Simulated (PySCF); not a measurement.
Gas-phase reaction: 2 CCl2 + 2 CH3Cl → 3 CHCl2 + CH3

Computed with PySCF (xtb for GFN2) and rigid-rotor harmonic-oscillator thermochemistry at 1 bar. † marks an energy on the PBE0/def2-TZVP geometry and frequencies; other levels use their own. MP2 freezes the core. Open shells (unrestricted): CHCl2 (multiplicity 2), CH3 (multiplicity 2); the rest are closed-shell singlets. GFN2 has no spin-polarisation term. CHCl2: computed as isolated molecules; such fragments, hydroxides, amides, oligomers or adducts are transient or little studied in the gas. MP2 isn't extrapolated to the basis-set limit.

ωB97M-V/def2-TZVP† gives ΔH°(298 K) = 119 kJ.

What do MP2/def2-SVP†, M06-2X/def2-TZVP†, GFN2-xTB give?

MP2/def2-SVP†: 70 kJ; M06-2X/def2-TZVP†: 108 kJ; GFN2-xTB: 294 kJ. For scale, ΔH°(298 K) is 119 kJ at this level, 91 kJ at ωB97X-V/def2-TZVP†, and runs from -78 to 294 kJ over the 20 levels computed.
